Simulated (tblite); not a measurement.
C2HClN3 (charge -1).
Bonds: Cl1–C2, C2–C3 (aromatic), C3–N4 (aromatic), N4–N5 (aromatic), N5–N6 (aromatic), C2–N6 (aromatic). Hydrogens: H7 on C3.
Bond orders are those of one Lewis drawing.

Computed with GFN2-xTB (tblite), gas phase: L-BFGS steps from a force-field or distance-geometry start until the largest atomic force falls under 0.01 eV/Å.

Geometry at step 2:
```
atom  x, y, z in Å
Cl1     2.3075   -0.6597   -0.0286
C2      0.5831   -0.3998   -0.0081
C3     -0.0656    0.8270   -0.0270
N4     -1.3762    0.5619    0.0049
N5     -1.5042   -0.7521    0.0547
N6     -0.3365   -1.3697    0.0462
H7      0.3953    1.7974   -0.0693
```

Problem. Give the atomic forces at this geometry.

Solution. 
```
atom  Fx (eV/Å)  Fy (eV/Å)  Fz (eV/Å)
 Cl1     -0.324     -0.047     -0.002
  C2     -0.092     -0.031      0.056
  C3      0.287     -0.025     -0.065
  N4      0.159     -0.082      0.065
  N5      0.224     -0.055     -0.059
  N6     -0.041      0.111      0.006
  H7     -0.212      0.130     -0.001
```

The largest, 0.33 eV/Å, acts on Cl1; the rms over all components is 0.134 eV/Å. The forces sum to zero within rounding, as they must for an isolated molecule in no field.

Problem. Give the force on Cl1 in Eh/bohr and in nN.

Solution. 0.327 eV/Å ÷ 51.422 = 0.00637 Eh/bohr, and 0.327 eV/Å × 1.602 = 0.52 nN.

Problem. How far is this geometry from the end of the optimisation?

Solution. 0.015 eV above it, and 0.030 Å rms away after alignment. The bonds farthest from their final lengths, with half the difference of the two atoms' forces along the bond (positive lengthens):

```csv
bond,now (Å),final (Å),force along bond (eV/Å)
Cl1–C2,1.744,1.729,-0.11
N5–N6,1.321,1.316,-0.16
C2–N6,1.338,1.335,-0.07
N4–N5,1.321,1.319,-0.02
C2–C3,1.388,1.386,-0.09
```

The angle farthest from its final value is C2–C3–H7, 126.7° against 130.4°.

What follows is the cost of the whole relaxation. The run took under 0.1 s on one thread, AMD EPYC 9R14 (x86_64), no GPU, shared host with 96 logical CPUs at a one-minute load of 8.8.
